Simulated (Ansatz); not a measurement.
**BPHO (doublet): from Hartree-Fock to the top rungs at a displaced geometry (v1), cc-pVDZ**

Aim: climb from Hartree-Fock through coupled cluster for BPHO (doublet) at one geometry and basis, and see what each rung misses.

Program: Ansatz 0.2.0, Gaussian basis. Level of theory: cc-pVDZ, core rule «outside noble gas», up to 7 orbitals frozen. These are calculated values, not measurements.

Plan: UHF; CCSD(T) on ROHF; CCSD(T) on UHF; BCCD(T) on ROHF; CISD; CCSDT(Q) on ROHF; CCSDT(Q) on UHF.

25 further runs of the same task are left out: 9 that didn't finish, 16 set aside as unsound or not needed.

**1. What is computed**

The geometry is a PBE0/def2-TZVP stationary point (not a proven minimum) with its atoms shifted at random (size 0.040 Å).

4 atoms, charge 0, spin multiplicity 2.

Atoms are counted from 1 here; the program's logs count them from 0.

Bond lengths: O1–B2 1.323 Å, O1–H4 0.935 Å, B2–P3 1.782 Å. Angles: B2–O1–H4 117.1°, O1–B2–P3 178.3°.

**2. UHF**

Contents of in.yaml:

```yaml
crystal:
  periodic: [false, false, false]
  atoms:
    - {symbol: O, position_ang: [0.002347, -0.255367, 0.990166]}
    - {symbol: B, position_ang: [0.001483, -0.197726, -0.331595]}
    - {symbol: P, position_ang: [0.049474, -0.103201, -2.110374]}
    - {symbol: H, position_ang: [-0.053303, 0.556294, 1.451804]}
basis:
  gaussian: {orbitals: cc-pVDZ}
magnetization: {spin_polarized: true, initial_magnetization: 1}
hamiltonian: {xc: hf}
output: {orbitals: {seedname: orbitals}}
```

Started as:

```sh
$ ansatz run in.yaml --threads 1 --pin off --events-out ev --progress --plain --max-ram 2393MiB
```

Further steps of the session: CCSD(T) on ROHF; CCSD(T) on UHF; BCCD(T) on ROHF; CISD; CCSDT(Q) on ROHF; CCSDT(Q) on UHF.

**Question.** What will the summary of the whole plan be? Wanted: UCCSDT(Q) from the RHF energy; RMP2 from UCCSDT(Q); UMP2 from UCCSDT(Q); RCCSD from UCCSDT(Q); RCCSD(T) from UCCSDT(Q); UCCSD(T) from UCCSDT(Q); RCCSDT(Q) from UCCSDT(Q); T1 diagnostic.

The runs gave:

| quantity | value |
| --- | --- |
| UCCSDT(Q) from the ROHF energy | -10.7232 eV |
| RMP2 from UCCSDT(Q) | +107.6 kJ/mol |
| UMP2 from UCCSDT(Q) | +109.9 kJ/mol |
| RCCSD from UCCSDT(Q) | +41.2 kJ/mol |
| RCCSD(T) from UCCSDT(Q) | +6.5 kJ/mol |
| UCCSD(T) from UCCSDT(Q) | +6.6 kJ/mol |
| RCCSDT(Q) from UCCSDT(Q) | +0.4 kJ/mol |
| levels within 1 kcal/mol (43 meV) | RCCSDT, UCCSDT, RCCSDT(Q) |
| T1 diagnostic | 0.022 |

What this shows: RCCSD(T) misses by +6.5 kJ/mol, 0.6 % of the correlation energy. These misses are within one basis, not against nature; the frozen cores of restricted and unrestricted runs differ, which can shift their rows.

With open shells the CI space here admits some triples and quadruples, so it is larger than plain CISD.
